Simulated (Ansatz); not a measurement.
Chalcopyrite ZnGeP2

The numbers are results of PBEsol (plane waves, PAW; Ansatz, a first-principles code), not measurements.

Settings: plane-wave cutoff 520 eV, 10×10×10 k mesh, Fermi–Dirac smearing 0.01 eV, scalar-relativistic PAW data made under PBE.

Cell: relaxed at this level.

- volume per atom = 19.69 Å³/atom
- bulk modulus B0 = 83.3 GPa
- lattice constant a = 5.425 Å
- lattice parameter c = 10.708 Å
- band gap = 1.07 eV (indirect)
- smallest direct gap on the k points sampled = 1.24 eV
- pressure derivative B′ of the bulk modulus = 4.6

Measured, for comparison: band gap 2.05 eV (temperature not stated, not corrected to a static lattice, pseudodirect, our sources range from 1.80 to 2.20; as tabulated in Rashkeev et al. (1999), arXiv:cond-mat/9809378); bulk modulus 79 GPa (room temperature, not corrected to a static lattice; as tabulated in Isothermal phase behavior of Ag3SbS3, ZnGeP2, and ZnS (abstract)); lattice constant a 5.463 Å, lattice parameter c 10.74 Å (temperature not stated, not corrected to a static lattice; as tabulated in Rashkeev et al. (1999), arXiv:cond-mat/9809378). Computed (rounded) less measured: bulk modulus +5 %, lattice constant a -0.7 %, lattice parameter c -0.3 %. A static lattice is as a rule a little smaller and stiffer than an uncorrected measurement, which narrows the difference in the bulk modulus, lattice constant a and would widen misses of the other sign.

Note: the bulk modulus comes from volumes at which shape and atoms were relaxed.

Spin–orbit coupling is not included.

Computed values are for the static lattice.

The result took roughly 40 core-minutes.
